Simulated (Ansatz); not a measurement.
Rock-salt ZrC, treated with PBE-D3(BJ) (PAW; Ansatz, an electronic-structure program).

Run with plane-wave cutoff 520 eV, 24×24×24 k mesh, Fermi–Dirac smearing 0.058 eV (set by the program), scalar-relativistic PAW data made under PBE.

Computed at the level's own relaxed cell.

Hill averages of the elastic tensor: K = 232.4 GPa, G = 171.0 GPa. Volume 12.755 Å³/atom, mean atomic mass 51.617 u.

Task: Work out the density, the sound velocities of a polycrystal and the elastic Debye temperature, and Pugh's ratio at this level.

Result: ρ = 1.66054 × 51.617/12.755 = 6.720 g/cm³. v_l = √[(K + 4G/3)/ρ] = 8.277 km/s and v_t = √(G/ρ) = 5.044 km/s. The mean follows from 3/v_m³ = 1/v_l³ + 2/v_t³: v_m = 5.571 km/s. Θ_D = (ħ/k_B) v_m (6π²/V)^(1/3) = 76.38 K Å s/km × 5.571 × 1.6682 Å⁻¹ = 710 K, counting all atoms of the cell. K/G = 1.36, to be set beside Pugh's rough bound of 1.75 between brittle and ductile metals.

Note: the dispersion coefficients are held fixed in the derivatives.
